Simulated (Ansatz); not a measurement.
in.yaml

```yaml
crystal:
  periodic: [false, false, false]
  atoms:
    - {symbol: Ge, position_ang: [-0.035497, -0.014309, 0.323987]}
    - {symbol: O, position_ang: [0.080354, 0.109526, -1.453845]}
    - {symbol: H, position_ang: [0.751050, -1.272631, 0.795719]}
    - {symbol: H, position_ang: [0.619052, 1.292746, 0.826036]}
    - {symbol: H, position_ang: [-0.087378, -0.727459, -1.893356]}
basis:
  gaussian: {orbitals: def2-mTZVP}
total_charge: 1
correlation: {active_space: {window: {electrons: 2, orbitals: 2}, states: [{multiplicity: 1, irrep: Sigma, weights: [1]}]}}
accuracy: high
scf: {lower_state_search: off}
```

```sh
$ ansatz run in.yaml --threads 1 --pin off --events-out ev --progress --plain --max-ram 2393MiB
```

(1) What does the program do with this input?

Answers

(1) Stopped by an error. The input was made wrong on purpose (irrep not in the group), so the run isn't a sound calculation of what was asked.
```
these checks for a lower state are left out or cut short: stability, starts, cluster_reference, orbital_swaps, neighbouring_geometries, increment
1283 factors; integrals over basis functions are off by at most 4.6e-9 eV
mean field evaluation 1: about -58540.9380 eV, gradient 7.0e1 eV
mean field evaluation 2: about -58541.1672 eV, gradient 7.0e1 eV
mean field evaluation 4: about -58549.8014 eV, gradient 6.2e0 eV
mean field evaluation 8: about -58549.9601 eV, gradient 9.6e-1 eV
mean field evaluation 16: about -58549.9647 eV, gradient 1.3e-8 eV
mean field -58549.96469474 eV, -2151.6715159403 hartree, gradient 2.0e-8 eV, S^2 0.000000; 0 other end points of the search recorded, 0 dependent functions left out
reference -58549.96469474 eV, -2151.6715159403 hartree; 21, 21 occupied and 48, 48 virtual orbitals, 1283 factors
Error: the irrep Sigma is not accepted for these orbitals, which take A, or 1 to 1
```
